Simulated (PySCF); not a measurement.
## Mg: ionisation energy

Mg [Ne] 3s2 (1S) → Mg⁺ [Ne] 3s1 (2S), as a difference of total energies. All numbers are calculated (PySCF 2.14, no relativity, point nucleus, in dyall-av2z). Correlated levels: valence: [Ne] frozen; virtual orbitals above 40 to 60 times the deepest correlated orbital energy dropped. The calculations carry no spin-orbit coupling.

```csv
method,ionisation energy (eV)
UHF,6.607
LDA,7.724
PBE,7.616
PBE0,7.546
r2SCAN,7.369
LC-wPBE,7.470
BHandHLYP,7.551
M06-L,7.520
B97-3,7.692
MP2 (valence),7.224
SCS-MP2 (valence),7.347
```

Task: How much does correlation contribute at MP2 (valence)?

Result: 7.224 − (6.607) = 0.617 eV, measured against UHF.

Errors of the correlated levels include the incompleteness of this basis and the frozen core.

MP2 underrates the near-degeneracy of ns² with np² in the lower species.

For comparison: 7.646 eV (measured; NIST Atomic Spectra Database, ionization energies).
